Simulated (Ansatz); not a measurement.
## [Br···H···N], quartet: reading a ladder of total energies

Geometry: a point of a hydrogen-transfer path between rigid fragments, not a stationary point.

| atom | x (Å) | y (Å) | z (Å) |
| --- | --- | --- | --- |
| Br | 0.0000 | 0.0000 | -1.4300 |
| H | 0.0000 | 0.0000 | 0.0420 |
| N | 0.0000 | 0.0000 | 1.3880 |

Basis cc-pVDZ; Ansatz 0.2.0. Correlated methods freeze the noble-gas cores and the filled d shells of p-block atoms, which leaves 13 electrons in 31 orbitals. Prefix R: restricted or restricted open-shell reference. No spin–orbit coupling is included, and no scalar relativity.

Full CI isn't at hand for all of this; RCCSDTQ serves as the reference, and is uncertain by about the last step of the cluster series.

Runs differ by some tens of microhartree through their thresholds and, for an open shell, their frozen cores, so steps under 0.03 kcal/mol mean nothing.

```csv
level,total energy (hartree)
RHF,-2627.317678
RMP2,-2627.531618
RCCSD,-2627.563689
RCCSD(T),-2627.567933
RCCSDT,-2627.568539
RCCSDT(Q),-2627.568892
RCCSDTQ,-2627.568913
```

Task: What is the correlation energy at RCCSDTQ, and what share of it do RMP2 and RCCSD recover?

Result: E(corr) = -2627.568913 − (-2627.317678) = -0.251235 hartree = -6.836 eV. RMP2: -0.213940 / -0.251235 = 85.16 %. RCCSD: -0.246011 / -0.251235 = 97.92 %.

Task: By how many kcal/mol does RCCSD(T) miss RCCSDTQ (1 hartree = 627.509 kcal/mol), and which steps make up the rest?

Result: -2627.567933 − (-2627.568913) = 0.000980 hartree = 0.61 kcal/mol. Steps: RCCSDT − RCCSD(T) = -0.38, RCCSDT(Q) − RCCSDT = -0.22, RCCSDTQ − RCCSDT(Q) = -0.01 kcal/mol. That is within 1 kcal/mol of the reference in this basis, which itself misses far more of the correlation at the basis-set limit.
